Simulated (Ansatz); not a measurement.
fcc Al, relaxed in Ansatz (plane waves) with several semilocal functionals. Each gives its own volume and its own bulk modulus:

```
level   V0 (Å³/atom)  bulk modulus (GPa)   ln V0   ln B0
------  ------------  ------------------  ------  ------
LDA           15.788               83.23  2.7593  4.4216
PBEsol        16.165               81.54  2.7828  4.4011
PBE           16.481               76.93  2.8022  4.3429
```

Q: Fit a straight line to ln B0 against ln V0. What does it predict for r²SCAN, whose volume is 15.898 Å³/atom?

A: With x = ln V0 and y = ln B0: means 2.78143 and 4.38853; Σ(Δx Δy) = -0.001662, Σ(Δx²) = 0.0009230, so the slope is -1.80. At x = 2.7662 the line gives y = 4.38853 + (-1.80) × (2.7662 − 2.78143) = 4.4159, or 82.76 GPa. The run with r²SCAN gives 92.75 GPa, +12.1 % from the line. The rows used scatter about it by up to 1.5 %, while the largest value lies 8 % above the smallest. For comparison, PBE's own equation of state has B′ = 4.6, the slope −d ln B/d ln V at a fixed functional; the two needn't agree, since functionals also differ at one volume.

Measured: 80.8 GPa (measured, corrected for temperature and zero-point phonon effects, our sources range from 77.1 to 82.0; as tabulated in Levämäki et al. (2014), arXiv:1402.3671).

Ansatz's density-functional and Hartree–Fock values are scalar-relativistic unless marked +SOC, with PAW data made under PBE.

Ansatz is a quantum-chemistry and plane-wave program.
